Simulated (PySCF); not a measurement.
NO, SMILES [N]=O (connectivity only; charge and spin as stated), charge +1, multiplicity 1.

Geometry optimised at PBE-D3(BJ)/def2-TZVPD.

Method: PySCF with TDA-PBE/def2-TZVPD.

Vertical excitations; the highest root listed may be one member of a degenerate set. Gas-phase values at a fixed geometry. State labels are in the subgroup C2v.

```json
[
 {"state": "S1", "symmetry": "B2", "energy (eV)": "9.89", "λ (nm)": "125", "f": "0.017", "main pairs": "HOMO→LUMO+1 (degenerate set)"},
 {"state": "S2", "symmetry": "B1", "energy (eV)": "9.89", "λ (nm)": "125", "f": "0.017", "main pairs": "HOMO→LUMO (degenerate set)"},
 {"state": "S3", "symmetry": "A2", "energy (eV)": "10.69", "λ (nm)": "116", "f": "0.000", "main pairs": "HOMO−1→LUMO 50 %, HOMO−2→LUMO+1 50 %"},
 {"state": "S4", "symmetry": "A1", "energy (eV)": "11.23", "λ (nm)": "110", "f": "0.000", "main pairs": "HOMO−1→LUMO+1, HOMO−2→LUMO (degenerate set)"},
 {"state": "S5", "symmetry": "A2", "energy (eV)": "11.23", "λ (nm)": "110", "f": "0.000", "main pairs": "HOMO−2→LUMO+1, HOMO−1→LUMO (degenerate set)"},
 {"state": "S6", "symmetry": "B2", "energy (eV)": "15.63", "λ (nm)": "79", "f": "0.163", "main pairs": "HOMO−3→LUMO+1 (degenerate set)"},
 {"state": "S7", "symmetry": "B1", "energy (eV)": "15.63", "λ (nm)": "79", "f": "0.163", "main pairs": "HOMO−3→LUMO (degenerate set)"},
 {"state": "S8", "symmetry": "A1", "energy (eV)": "18.01", "λ (nm)": "69", "f": "0.074", "main pairs": "HOMO→LUMO+2 83 %"},
 {"state": "S9", "symmetry": "A1", "energy (eV)": "19.34", "λ (nm)": "64", "f": "0.747", "main pairs": "HOMO−2→LUMO 25 %, HOMO−1→LUMO+1 25 %, HOMO→LUMO+2 13 %, HOMO→LUMO+5 10 %"},
 {"state": "S10", "symmetry": "B1", "energy (eV)": "19.37", "λ (nm)": "64", "f": "0.055", "main pairs": "HOMO→LUMO+3 100 %"},
 {"state": "T1", "symmetry": "B1", "energy (eV)": "7.35", "λ (nm)": "169", "f": "0", "main pairs": "HOMO→LUMO (degenerate set)"},
 {"state": "T2", "symmetry": "B2", "energy (eV)": "7.35", "λ (nm)": "169", "f": "0", "main pairs": "HOMO→LUMO+1 (degenerate set)"},
 {"state": "T3", "symmetry": "A1", "energy (eV)": "8.53", "λ (nm)": "145", "f": "0", "main pairs": "HOMO−1→LUMO+1 50 %, HOMO−2→LUMO 50 %"},
 {"state": "T4", "symmetry": "A2", "energy (eV)": "9.26", "λ (nm)": "134", "f": "0", "main pairs": "HOMO−1→LUMO 50 %, HOMO−2→LUMO+1 50 %"}
]
```
Triplets are in the Tamm–Dancoff approximation.
